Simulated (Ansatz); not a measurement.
hcp Os, treated with LC-ωPBE (PAW; Ansatz, a first-principles code).

Numerical settings: plane-wave cutoff 460 eV, 12×12×6 k mesh (along the axes of the cell as run), Fermi–Dirac smearing 0.05 eV, no spin polarisation, scalar-relativistic PAW data made under PBE.

Computed at the level's own relaxed cell.

Estimate the equilibrium lattice constant a and lattice parameter c that the calculation returns.


* **equilibrium lattice constant a**: 2.702 Å
* **lattice parameter c**: 4.256 Å

Measured, for comparison: lattice constant a 2.734 Å (293 K, no zero-point or thermal correction, our sources range from 2.734 to 2.740; as tabulated in Wikipedia's data pages); lattice parameter c 4.320 Å (293 K, no zero-point or thermal correction; as tabulated in Wikipedia's data pages). Computed (rounded) less measured: lattice constant a -1.2 % (-1.2 % to -1.4 % over the range), lattice parameter c -1.5 %. A static lattice is as a rule a little smaller and stiffer than an uncorrected measurement, which narrows the difference in the lattice constant a, lattice parameter c and would widen misses of the other sign.

Spin–orbit coupling is not included.

The computed numbers hold no vibrational or temperature effects.
